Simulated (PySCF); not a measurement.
Protons, H atoms and electrons added to or taken from C1=CC1. All species are isolated molecules in the gas phase. Strings in code marks are SMILES.

Method: B3LYP-D3(BJ)/def2-TZVP (PySCF). B3LYP has the VWN-RPA correlation part, as in Gaussian. 

```
species                               dipole moment (D)
------------------------------------  -----------------
neutral parent (`C1=CC1`)                          0.48
H atom removed from C1 (`[C]1=CC1`)                1.72
H atom removed from C3 (`[CH]1C=C1`)               1.52
```
